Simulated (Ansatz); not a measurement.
C₃H₄FN (`CC1(F)C=N1`), 9 atoms. The species carries charge 0 and has multiplicity 1. All runs use 2 threads of an Intel Xeon Platinum 8488C on a shared host. Correlated methods freeze the cores.

Q: Give the basis size and wall time and peak host memory of each of these runs in Ansatz. RKS B3LYP-D4/def2-TZVPP energy and forces; RHF-CCSD(T)/def2-TZVPP energy; RKS ωB97M-V/def2-SVP energy; RHF-CCSD(T)/def2-SVP energy; RKS PBE-D4/def2-TZVPP energy and forces; direct RPA on PBE orbitals/def2-TZVPP energy; RHF-MP2/def2-QZVPP energy; RKS BLYP-D4/def2-TZVPP energy; RKS LC-ωPBE/def2-TZVPP energy; RKS ωB97M-V/def2-QZVPP energy; RKS PBE0-D4/def2-TZVP relaxation (6 steps); RKS PBE0-D4/def2-QZVPP energy. (Estimate.)

A: Computed: Other jobs shared the machine, so times are rough.

```
                                level                   job  functions  wall time  peak host memory (GiB)
               RKS BLYP-D4/def2-TZVPP                energy        211      1.8 s                    0.24
                RKS PBE-D4/def2-TZVPP     energy and forces        211      2.3 s                    0.24
               RKS LC-ωPBE/def2-TZVPP                energy        211      2.5 s                    0.31
                 RKS ωB97M-V/def2-SVP                energy         90        3 s                    0.25
              RKS B3LYP-D4/def2-TZVPP     energy and forces        211      3.7 s                    0.46
                 RHF-CCSD(T)/def2-SVP                energy         90      4.7 s                    0.37
direct RPA on PBE orbitals/def2-TZVPP                energy        211        6 s                    0.45
               RKS PBE0-D4/def2-QZVPP                energy        405      6.5 s                     1.1
               RKS ωB97M-V/def2-QZVPP                energy        405       15 s                     1.2
                RKS PBE0-D4/def2-TZVP  relaxation (6 steps)        179       20 s                    0.39
                   RHF-MP2/def2-QZVPP                energy        405       23 s                     2.1
               RHF-CCSD(T)/def2-TZVPP                energy        211       82 s                     3.2
```

B3LYP here is the variant with VWN-RPA as its local correlation; programs differ in this. LC-ωPBE has ω = 0.4 bohr⁻¹.
